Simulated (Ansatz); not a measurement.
A made-up structure of C2H4Cl, doublet:

```tsv
atom	x (Å)	y (Å)	z (Å)
C1	-0.5322	0.3979	-0.1166
C2	1.8310	-0.2915	1.0972
Cl3	0.5024	-0.6324	0.0877
H4	-1.3786	-0.0241	-0.6624
H5	-0.1542	1.2537	-0.6935
H6	-0.8954	0.7925	0.8370
H7	0.6559	-1.6956	-0.6965
```

It is relaxed with PBE-D4/def2-SVP and then PBE0-D4/def2-TZVP (Ansatz 0.2.0). Atoms count as bonded within 1.22 times the sum of their covalent radii (H–H: 0.88 Å). The end point is not checked to be a true minimum.

(1) Does its bonding change? (A judgement: the text doesn't fix the answer.)

## Answers

(1) Computed: Yes. Formed: none; broken: Cl3–H7.

Where it ends: The first stage lowers the energy by 4.17 eV in 12 steps. It ends as a complex of C₂H₃Cl ([C][Cl][CH3]) + H:
```xyz
7
angstrom
C -0.5196 0.4339 0.0319
C 1.9603 0.3895 1.5765
Cl 0.5920 -0.7270 0.8153
H -1.3185 -0.1453 -0.4266
H 0.0617 0.9791 -0.7066
H -0.8908 1.0928 0.8120
H 0.1436 -2.2223 -2.2496
```

Labels in which every atom is bracketed show which atoms are joined, not bond orders.

For scale, one of the runs: PBE0-D4/def2-TZVP relaxation, 123 basis functions, launched by `ansatz run in.yaml --threads 2 --pin off --events-out ev --progress --plain --max-ram 4352MiB`. The run took about 92 s on 2 CPU threads of an Arm Neoverse V1 (shared host).
